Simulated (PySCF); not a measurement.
## Relaxation of singlet H2CS

Level of theory: B3LYP/[C def2-TZVP, S def2-TZVP, H def2-TZVP], no relativity, density fitting, PySCF. A (50,194) grid was used.

A hand-made trigonal planar start, of C2v symmetry, held to at least that symmetry:

```xyz
4
charge 0 multiplicity 1, angstrom
C    -1.0959    0.0000    0.0000
S     0.5141    0.0000    0.0000
H    -1.6309    0.9266    0.0000
H    -1.6309   -0.9266    0.0000
```

Optimiser trace:
```csv
step,E − E(last) (kJ/mol),largest gradient (Eh/bohr)
0,2.25,0.02099
1,0.16,0.00455
2,0.00,0.00024
3,0.00,0.00007
```

It ends at C2v with C–H 1.089 Å (×2), C–S 1.606 Å; H–C–H 115.5°, H–C–S 122.3° (×2). A frequency run shows a minimum. Other isomers or separated fragments may lie lower.

Final geometry:
```xyz
4
charge 0 multiplicity 1, angstrom
C    -1.0908    0.0000    0.0000
S     0.5149    0.0000    0.0000
H    -1.6719    0.9208    0.0000
H    -1.6719   -0.9207    0.0000
```

The relaxation took 1.8 s on 2 threads of a shared Arm Neoverse V2 host, with 80 basis functions and 4 gradients; the process peaked at 0.51 GiB. Launch command: `OMP_NUM_THREADS=2 python axn.py task.json out`.
